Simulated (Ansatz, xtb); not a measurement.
C6H10: which of two isomers lies lower

Structure X: `CC1=CCCC1`, a singlet. Structure Y: `C1=CCCCC1`, a singlet. Both are isolated molecules in the gas phase, relaxed with r2SCAN-D4/def2-SVP; the shapes shown needn't be the lowest conformers.

X (Å):

```xyz
16

C    -2.4841    1.0377   -0.8122
C    -1.3681    0.6251    0.0874
C    -1.4115    0.4380    1.4193
C    -0.0619    0.0916    1.9915
C     0.7566   -0.2804    0.7358
C     0.0399    0.4254   -0.4317
H    -2.6495    0.2916   -1.6096
H    -2.2485    1.9882   -1.3238
H    -3.4276    1.1692   -0.2622
H    -2.3080    0.5748    2.0331
H    -0.0951   -0.7244    2.7344
H     0.3705    0.9656    2.5196
H     0.7009   -1.3713    0.5831
H     1.8230   -0.0178    0.8170
H     0.4937    1.4100   -0.6658
H     0.0717   -0.1542   -1.3718
```

Y (Å):

```xyz
16

C    -2.1786    1.0229    0.3661
C    -1.7309    0.6537    1.5771
C    -0.3837    0.0254    1.8038
C     0.2567   -0.4465    0.4963
C     0.1106    0.6150   -0.5940
C    -1.3654    0.8891   -0.8916
H    -3.1849    1.4498    0.2733
H    -2.3703    0.8072    2.4552
H    -0.4810   -0.8172    2.5119
H     0.2796    0.7528    2.3138
H    -0.2428   -1.3752    0.1629
H     1.3175   -0.7002    0.6582
H     0.6371    0.3091   -1.5133
H     0.5908    1.5504   -0.2515
H    -1.4725    1.8036   -1.5025
H    -1.7869    0.0763   -1.5169
```

Energies in hartree; the thermal terms are from GFN2-xTB frequencies at re-optimised GFN2-xTB minima (ideal gas, soft modes damped towards free rotors, one conformer each, 298.15 K, 1 atm) and include the zero-point energy:

|  | X | Y |
| --- | --- | --- |
| E, CCSD(T)/def2-SVP | −233.778269 | −233.780629 |
| E, MP2/def2-SVP | −233.680223 | −233.681768 |
| E, MP2/def2-TZVPP | −234.108702 | −234.109263 |
| zero-point energy | 0.142304 | 0.143762 |
| H(298 K) − E | 0.149609 | 0.150286 |
| G(298 K) − E | 0.112466 | 0.115691 |

Question: Correct the CCSD(T) difference for the basis set by the MP2 change, then work out ΔE, ΔE₀, ΔH and ΔG for X → Y in kcal/mol (1 Eh = 627.51 kcal/mol) and the equilibrium ratio [Y]/[X].

Answer: 1. Differences Y − X: CCSD(T) −0.002360, MP2 in the small set −0.001545, MP2 in the large set −0.000561 Eh.
2. ΔE = −0.002360 + (−0.000561 − (−0.001545)) = −0.001376 Eh = −0.86 kcal/mol.
3. ΔE₀ = ΔE + ΔZPE = −0.001376 + (+0.001458) Eh = +0.05 kcal/mol.
4. ΔH = ΔE + (+0.000677) Eh = −0.44 kcal/mol.
5. ΔG = ΔE + (+0.003225) Eh = +1.16 kcal/mol, so ΔS = (ΔH − ΔG)/T = −22.4 J/(mol K).
6. kT = 0.9442 mEh, so K = [Y]/[X] = exp(−ΔG/kT) = exp(−1.96) ≈ 0.14.

Structure X is favoured at this temperature, against the order of the electronic energies. An error of 1 kcal/mol in ΔG would change K by a factor of 5.4. Mirror images and further conformers aren't counted.

As drawn, both hold the same kinds of bond in the same numbers. Structure X has 1 methyl group, Y 0. Structure X has a 5-membered ring, Y a 6-membered ring.

Other levels gave ΔE = +0.5 (GFN2-xTB); −0.3 (HF/STO-3G, GFN2-xTB geometries); −1.5 (r2SCAN-D4/def2-SVP//GFN2-xTB); −1.4 (r2SCAN-D4/def2-SVP); −1.5 (HF/def2-SVP); −1.0 (MP2/def2-SVP); −1.5 (CCSD(T)/def2-SVP) kcal/mol. The correlated steps freeze 6 core orbitals. Programs: Ansatz 0.2.0, xtb 6.7.1.
